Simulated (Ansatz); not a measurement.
Geometry optimisation, Ansatz, RKS PBE0-D4/STO-3G.

The input (input.yaml):

```yaml
crystal:
  periodic: [false, false, false]
  atoms:
    - { symbol: S, position_ang: [-1.05574, -1.25091, -0.20679] }
    - { symbol: C, position_ang: [0.1605, -0.32835, -0.76076] }
    - { symbol: O, position_ang: [0.73044, 0.67681, -0.14958] }
    - { symbol: S, position_ang: [1.98879, 1.5559, -0.84694] }
    - { symbol: H, position_ang: [0.61258, -0.48992, -1.73501] }
    - { symbol: H, position_ang: [1.9659, 0.79095, -1.97605] }
basis:
  gaussian: { orbitals: STO-3G }
hamiltonian:
  xc: pbe0
  dispersion: d4
relax:
  f_tol: 0.015
  max_steps: 40
```

Run as:

```bash
$ ansatz run input.yaml --threads 1 --pin off --max-ram 2048MiB --backend cpu --events-out ev --progress --plain --runs-dir out
```

Problem. Where does it end, and by what steps?

Solution. It converged. Limits of this set-up: minimal basis. After 6 steps the energy has fallen by 0.360 eV; O3 moved furthest, 0.09 Å.

```
step  energy less start (eV)  largest force component (eV/Å)  accepted
   0                  0.0000                           4.070       yes
   1                 -0.2806                           1.700       yes
   2                 -0.3554                           0.395       yes
   3                 -0.3253                           0.656        no
   4                 -0.3591                           0.110       yes
   5                 -0.3594                           0.077       yes
   6                 -0.3595                           0.014       yes
```

```xyz
6
Properties=species:S:1:pos:R:3
S -1.062 -1.241 -0.177
C 0.138 -0.367 -0.786
O 0.696 0.694 -0.068
S 2.006 1.567 -0.861
H 0.617 -0.512 -1.783
H 2.008 0.813 -2.000
```

Whether the end is a true minimum wasn't checked by a vibrational analysis.

The run took 18 s on 1 thread of Arm Neoverse N1 (shared host), peak memory 0.11 GiB.
